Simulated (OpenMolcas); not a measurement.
# C3H3F (SMILES C#CCF): levels of theory compared

Wanted: a comparison of 6 runs (HF/STO-3G, HF/3-21G, TPSSh/3-21G, B3LYP/6-31G*, B3LYP/def2-SVP, PBE0/def2-SVP) of C3H3F. 

The calculation is run with OpenMolcas 26.06.

1 further run of the same task is left out (set aside as unsound or not needed).

### Step 1. The system as given

C3H3F: 7 atoms, total charge 0, spin state singlet. As SMILES, `C#CCF`. The coordinates come from a GFN2-xTB relaxation.

Bond lengths: C1–C2 1.196 Å, C2–C3 1.449 Å, C3–F4 1.378 Å, C1–H5 1.049 Å, C3–H6 1.097 Å, C3–H7 1.098 Å. Angles: C1–C2–C3 177.7°, C2–C3–F4 111.3°, C2–C1–H5 178.3°, C2–C3–H6 110.7°, C2–C3–H7 110.7°, F4–C3–H6 106.9°, F4–C3–H7 106.9°, H6–C3–H7 110.3°.

### Step 2. Energy and gradient at HF/STO-3G (run 1)

Contents of mol.inp:

```
* C3H3F Hartree-Fock
&GATEWAY
BasLib=$CurrDir
Coord
7
angstrom
C       -1.092760       0.899130      -0.967350
C       -0.298580       0.315460      -0.288960
C        0.634110      -0.439890       0.522160
F        0.136220      -1.687160       0.828660
H       -1.776800       1.437880      -1.552520
H        1.576900      -0.597150      -0.017070
H        0.820910       0.071730       1.475090
Basis=STO-3G
Group=NoSym
&SEWARD
&SCF
Thresholds=1e-10 1e-07 1e-07 1e-05
PrOrbitals=0
&ALASKA
```

The basis set STO-3G is read from a file made from the Basis Set Exchange's data (not shown).

Started as:

```sh
export MOLCAS_MEM=1860
pymolcas mol.inp > mol.log
```

The log of the run:

```text
--- Start Module: gateway ---
[...]
--- Stop Module: gateway /rc=_RC_ALL_IS_WELL_ ---
[...]
      Basis functions           23
[...]
--- Start Module: scf ---
[...]
       Convergence after  13 Iterations
[...]
::    Total SCF energy                               -211.8862353326
[...]
      Total spin, S                                     0.0000000000
[...]
      Total electronic charge=   30.000000
      Total            charge=   -0.000000
[...]
      Dipole Moment (debye):
      Origin of the operator (angstrom)=   -0.1012   -0.3764    0.1179
                   X=  4.8261E-01               Y=  9.6801E-01               Z= -1.8607E-01           Total=  1.0975E+00
      Quadrupole Moment (debye*angstrom):
[...]
--- Stop Module: scf /rc=_RC_ALL_IS_WELL_ ---
--- Start Module: alaska ---
[...]
 *              Molecular gradients               *
 **************************************************
  Irreducible representation: a
 ------------------------------------------------------------------------------------------
                              X                       Y                       Z
 ------------------------------------------------------------------------------------------
  C1               -6.26258734046523E-02    4.30724783249072E-02   -5.33461300833897E-02
  C2                7.62420543455704E-02   -5.85407666207913E-02    6.71269846947196E-02
  C3               -2.27297455529039E-02    1.95947929726397E-02   -2.08994519650310E-02
  F4                1.03742385436330E-02    1.99215170965328E-02   -3.69720542758589E-03
  H5                1.17342621086838E-02   -8.02013698554571E-03    1.00390163802775E-02
  H6               -6.11075466691169E-03   -8.43541428042971E-03   -3.77890715937079E-04
  H7               -6.88418137347180E-03   -7.59247050726763E-03    1.15467711693196E-03
 ------------------------------------------------------------------------------------------
--- Stop Module: alaska /rc=_RC_ALL_IS_WELL_ ---
[...]
```

It took 1.9 s on 1 thread of Arm Neoverse V1, shared host; peak memory 0.37 GiB.

### Step 3. Energy and forces at HF/3-21G (run 2)

Contents of input.xyz:

```xyz
7

C     -1.092760     0.899130    -0.967350
C     -0.298580     0.315460    -0.288960
C      0.634110    -0.439890     0.522160
F      0.136220    -1.687160     0.828660
H     -1.776800     1.437880    -1.552520
H      1.576900    -0.597150    -0.017070
H      0.820910     0.071730     1.475090
```

Contents of job.input:

```
>>> EXPORT MOLCAS_PRINT=2

&GATEWAY
 BasLib=$CurrDir
 Coord=input.xyz
 Basis=3-21G
 Group=NoSym

&SEWARD

&SCF
 Thresholds=1e-10 1e-07 1e-07 1e-05
 PrOrbitals=1 2

&ALASKA
```

The basis set 3-21G is read from a file made from the Basis Set Exchange's data (not shown).

Started as:

```sh
export MOLCAS_MEM=1860
pymolcas job.input > job.log
```

The log of the run:

```text
--- Start Module: gateway ---
[...]
--- Stop Module: gateway /rc=_RC_ALL_IS_WELL_ ---
[...]
      Basis functions           42
[...]
--- Start Module: scf ---
[...]
       Convergence after  14 Iterations
[...]
::    Total SCF energy                               -213.5297105321
[...]
      Total spin, S                                     0.0000000000
[...]
      Total electronic charge=   30.000000
      Total            charge=   -0.000000
[...]
      Dipole Moment (debye):
      Origin of the operator (angstrom)=   -0.1012   -0.3764    0.1179
                   X=  7.7018E-01               Y=  1.9334E+00               Z= -4.7387E-01           Total=  2.1344E+00
      Quadrupole Moment (debye*angstrom):
[...]
--- Stop Module: scf /rc=_RC_ALL_IS_WELL_ ---
--- Start Module: alaska ---
[...]
 *              Molecular gradients               *
 **************************************************
  Irreducible representation: a
 ------------------------------------------------------------------------------------------
                              X                       Y                       Z
 ------------------------------------------------------------------------------------------
  C1               -1.74006995544822E-02    1.13568635672916E-02   -1.58975530674077E-02
  C2                2.00553086464197E-02   -1.77522857334571E-02    2.00582980797233E-02
  C3               -2.16935364498212E-02   -9.39649671846254E-03   -7.43473927047356E-03
  F4                1.06693856603077E-02    2.25896010047020E-02   -4.72846559740470E-03
  H5                1.26230097191948E-03   -1.20866853524415E-04    1.29927793563933E-03
  H6                8.51123243759755E-03   -7.78823332377920E-03   -6.40702917516767E-03
  H7               -1.40399171190675E-03    1.11141805720960E-03    1.31102110951025E-02
 ------------------------------------------------------------------------------------------
--- Stop Module: alaska /rc=_RC_ALL_IS_WELL_ ---
[...]
```

Run time: 2.1 s. Hardware: 1 thread of Arm Neoverse V1, shared host; peak memory 0.38 GiB.

Runs 3 to 4 aren't shown in full; the table further down has their settings and results.

### Step 4. Energy and forces at B3LYP/def2-SVP (run 5)

Contents of mol.input:

```
&GATEWAY
  BASLIB=$CurrDir
  COORD
  7
  angstrom
  C       -1.092760       0.899130      -0.967350
  C       -0.298580       0.315460      -0.288960
  C        0.634110      -0.439890       0.522160
  F        0.136220      -1.687160       0.828660
  H       -1.776800       1.437880      -1.552520
  H        1.576900      -0.597150      -0.017070
  H        0.820910       0.071730       1.475090
  BASIS=def2-SVP
  GROUP=NoSym

&SEWARD
  GRIDINPUT
  Grid=UltraFine
  End of Grid

&SCF
  KSDFT=B3LYP
  THRESHOLDS=1e-10 1e-07 1e-07 1e-05
  PRORBITALS=1 1

&ALASKA
```

The basis set def2-SVP is read from a file made from the Basis Set Exchange's data (not shown).

Started as:

```sh
export MOLCAS_MEM=1860
pymolcas mol.input > mol.log
```

The log of the run:

```text
--- Start Module: gateway ---
[...]
--- Stop Module: gateway /rc=_RC_ALL_IS_WELL_ ---
[...]
      Basis functions           71
[...]
--- Start Module: scf ---
[...]
       Convergence after  15 Iterations
[...]
::    Total KS-DFT energy                            -215.7136960349
[...]
      Total spin, S                                     0.0000000000
[...]
      Total electronic charge=   30.000000
      Total            charge=   -0.000000
[...]
      Dipole Moment (debye):
      Origin of the operator (angstrom)=   -0.1012   -0.3764    0.1179
                   X=  6.6850E-01               Y=  1.4944E+00               Z= -3.2817E-01           Total=  1.6696E+00
      Quadrupole Moment (debye*angstrom):
[...]
--- Stop Module: scf /rc=_RC_ALL_IS_WELL_ ---
[...]
--- Start Module: alaska ---
[...]
 *              Molecular gradients               *
 **************************************************
  Irreducible representation: a
 ------------------------------------------------------------------------------------------
                              X                       Y                       Z
 ------------------------------------------------------------------------------------------
  C1                5.18277977952231E-03   -6.30817343067935E-03    4.92673204874450E-03
  C2               -1.30808068696067E-02    1.08295959073538E-02   -1.09154141833165E-02
  C3                3.25052074714449E-05    7.63848016420221E-03   -3.81097049953039E-03
  F4                3.61695204641999E-03    6.50874181765815E-03   -1.11639420861298E-03
  H5                1.38186659222357E-02   -1.00259426999840E-02    1.17804821608543E-02
  H6               -5.52124900772899E-03   -3.72533555025095E-03    1.03575651204135E-03
  H7               -4.04884707838737E-03   -4.91736620832484E-03   -1.90019183013668E-03
 ------------------------------------------------------------------------------------------
--- Stop Module: alaska /rc=_RC_ALL_IS_WELL_ ---
[...]
```

Run time: 22 s. Hardware: 1 thread of Arm Neoverse V1, shared host; peak memory 0.42 GiB.

### Step 5. Energy and gradient at PBE0/def2-SVP (run 6)

Contents of calc.inp:

```
>>> EXPORT MOLCAS_PRINT=2
&GATEWAY
BASLIB=$CurrDir
COORD
7
angstrom
C       -1.092760       0.899130      -0.967350
C       -0.298580       0.315460      -0.288960
C        0.634110      -0.439890       0.522160
F        0.136220      -1.687160       0.828660
H       -1.776800       1.437880      -1.552520
H        1.576900      -0.597150      -0.017070
H        0.820910       0.071730       1.475090
BASIS=def2-SVP
GROUP=NoSym
&SEWARD
GRIDINPUT
Grid=UltraFine
End of Grid
&SCF
KSDFT=PBE0
THRESHOLDS=1e-10 1e-07 1e-07 1e-05
PRORBITALS=1 2
&ALASKA
```

The basis set def2-SVP is read from a file made from the Basis Set Exchange's data (not shown).

Started as:

```sh
export MOLCAS_MEM=1860
pymolcas calc.inp > calc.log
```

The log of the run:

```text
--- Start Module: gateway ---
[...]
--- Stop Module: gateway /rc=_RC_ALL_IS_WELL_ ---
[...]
      Basis functions           71
[...]
--- Start Module: scf ---
[...]
       Convergence after  16 Iterations
[...]
::    Total KS-DFT energy                            -215.4725604722
[...]
      Total spin, S                                     0.0000000000
[...]
      Total electronic charge=   30.000000
      Total            charge=   -0.000000
[...]
      Dipole Moment (debye):
      Origin of the operator (angstrom)=   -0.1012   -0.3764    0.1179
                   X=  6.9140E-01               Y=  1.5205E+00               Z= -3.2849E-01           Total=  1.7024E+00
      Quadrupole Moment (debye*angstrom):
[...]
--- Stop Module: scf /rc=_RC_ALL_IS_WELL_ ---
[...]
--- Start Module: alaska ---
[...]
 *              Molecular gradients               *
 **************************************************
  Irreducible representation: a
 ------------------------------------------------------------------------------------------
                              X                       Y                       Z
 ------------------------------------------------------------------------------------------
  C1                3.98216935770002E-03   -5.44336754142805E-03    3.91328269707270E-03
  C2               -1.44281441639809E-02    1.23155587894297E-02   -1.22394954412455E-02
  C3                3.30358256464613E-03    1.25776726267155E-02   -4.37755157713782E-03
  F4                1.07280106734775E-03   -5.88631070295165E-04    7.74963657758754E-04
  H5                1.43395821780845E-02   -1.04328742735933E-02    1.22269366756522E-02
  H6               -4.65739576072721E-03   -3.80747398101949E-03    9.00551219473300E-04
  H7               -3.61259524312518E-03   -4.62088454981258E-03   -1.19868723160854E-03
 ------------------------------------------------------------------------------------------
--- Stop Module: alaska /rc=_RC_ALL_IS_WELL_ ---
[...]
```

It took 22 s on 1 thread of Arm Neoverse V1, shared host; peak memory 0.42 GiB.

### Step 6. All runs side by side

```
run                               level  integration grid  Cartesian functions  energy (Eh)  dipole moment (D)  HOMO energy (eV)  LUMO energy (eV)  wall time
  1                           HF/STO-3G                 –                   no  -211.886235               1.10             -9.25              9.77      1.9 s
  2                            HF/3-21G                 –                   no  -213.529711               2.13            -11.04              4.98      2.1 s
  3                         TPSSh/3-21G         UltraFine                   no  -214.694545               1.65             -7.32              0.29       17 s
  4  B3LYP/6-31G* (Cartesian functions)         UltraFine                  yes  -215.869839               1.61             -7.58              0.50       21 s
  5                      B3LYP/def2-SVP         UltraFine                   no  -215.713696               1.67             -7.84              0.18       22 s
  6                       PBE0/def2-SVP         UltraFine                   no  -215.472560               1.70             -8.13              0.38       22 s
```

### Step 7. Summary of results

| quantity | value |
| --- | --- |
| run 6: total energy | -215.47256 Eh |
| run 6: dipole moment | 1.70 D |
| run 6: HOMO energy | -8.13 eV |
| run 6: LUMO energy | 0.38 eV |
| run 6: HOMO–LUMO gap | 8.51 eV |
| run 6: largest force on an atom | 1.161 eV/Å |

In words: The dipole moment (its size) runs from 1.10 D (HF/STO-3G) to 2.13 D (HF/3-21G). The HOMO–LUMO gap runs from 7.61 eV (TPSSh/3-21G) to 19.02 eV (HF/STO-3G). The two ends differ in method and basis. Totals of different functionals can't be ranked against each other. In run 1 the basis is minimal, so the values are rough. All runs together took 86 s, the longest 22 s.
